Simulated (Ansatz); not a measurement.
Results of RPBE (plane waves, PAW; Ansatz, an electronic-structure program) for hematite (α-Fe2O3).

Run with plane-wave cutoff 520 eV, 8×8×8 k mesh, Fermi–Dirac smearing 0.01 eV, spin-polarised with opposed moments, scalar-relativistic PAW data made under PBE.

Cell (relaxed at this level):

```xyz
10
Lattice="4.9030 -2.5336 0.0217 4.9030 2.5336 0.0217 3.5753 0.0000 4.2043" Properties=species:S:1:pos:R:3 pbc="T T T"
Fe    11.4627     0.0000     3.6387
Fe     4.7720     0.0000     1.5148
Fe     1.9186     0.0000     0.6090
Fe     8.6093     0.0000     2.7329
O      5.1330    -0.9620     3.1641
O      5.5448     1.7478     1.8668
O      8.2483     0.9620     1.0836
O      7.3324     0.7858     3.9690
O      7.8365    -1.7478     2.3809
O      6.0489    -0.7858     0.2787
```
Starting moments (μB, in the order of the record's atoms Fe Fe Fe Fe O O O O O O): 5.0 -5.0 5.0 -5.0 0.0 0.0 0.0 0.0 0.0 0.0.

Task: Give the computed smallest direct gap on the k points sampled, pressure derivative B′ of the bulk modulus and bulk modulus B0.

Result: 
smallest direct gap on the k points sampled: 0.76 eV
pressure derivative B′ of the bulk modulus: 4.3
bulk modulus B0: 159 GPa

Measured, for comparison: bulk modulus 204 GPa (300 K, copied from a table, unchecked, not corrected to a static lattice, our sources range from 204 to 231; as tabulated in BurnMan's mineral tables). Computed (rounded) less measured: bulk modulus not scored (sources differ).

Note: without U or exact exchange, gaps and moments of open d shells tend to come out too small; the bulk modulus comes from volumes at which shape and atoms were relaxed.

Computed values are for the static lattice.

Computing time: about 50 core-minutes (a rough figure).
